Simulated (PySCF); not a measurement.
Fill in the blanks.

Species: methylaminoethane, C3H9N.
InChI=1S/C3H9N/c1-3-4-2/h4H,3H2,1-2H3

Conformer (atom-mapped SMILES and torsion angles): `[CH3:1][CH2:2][NH:3][CH3:4]`: C1–C2–N3–C4 177°.

```csv
property,level,value
"rotational constants A, B, C",PBE0-D3(BJ)/def2-TZVP,?
dipole moment,B97-2/pcSseg-2,0.91 D
HOMO energy,B97-2/pcSseg-2,?
LUMO energy,B97-2/pcSseg-2,?
13C chemical shifts (computed TMS as zero) by class,GIAO B97-2/pcSseg-2,?
1H chemical shifts (computed TMS as zero) by class,GIAO B97-2/pcSseg-2,"2.56 (2 H), 2.52 (3 H), 1.12 (3 H), -0.18 (1 H) ppm"
"isotropic shieldings of nuclei other than C and H, by class",GIAO B97-2/pcSseg-2,?
```

Electronic properties: PySCF, gas phase, density fitting. Isolated species at its PBE0-D3(BJ)/def2-TZVP geometry (one conformer only). NMR classes are plain means over equivalent atoms (diastereotopic ones count apart unless rotation or inversion swaps them), as if these changed places fast; in this geometry the members of some classes differ.

(1) Give the HOMO energy.

(2) The isotropic shieldings of nuclei other than C and H, by class?

(3) Give the LUMO energy.

(4) The 13C chemical shifts (computed TMS as zero) by class?

(5) What are the rotational constants A, B, C?

## Answers

(1) -6.14 eV.

(2) 211 (1 N) ppm.

(3) 0.72 eV.

(4) 52.1 (1 C), 40.7 (1 C), 18.5 (1 C) ppm.

(5) 26.428, 3.960, 3.709 GHz.

The rotational constants make it an asymmetric top with κ = (2B − A − C)/(A − C) = -0.98, nearer the prolate limit (−1). The dipole equals about 3.0 × 10⁻³⁰ C·m (1 D = 3.33564 × 10⁻³⁰ C·m). With B = h/(8π²I), that is 505.379 GHz u Å² over I, the principal moments of inertia are 19.1, 127.6 and 136.3 u Å² (most abundant isotopes).

For the NMR shielding job (B97-2/pcSseg-2), hardware: one thread of an Arm Neoverse N1, shared host. Cost: 42 s, 0.92 GiB resident at most.
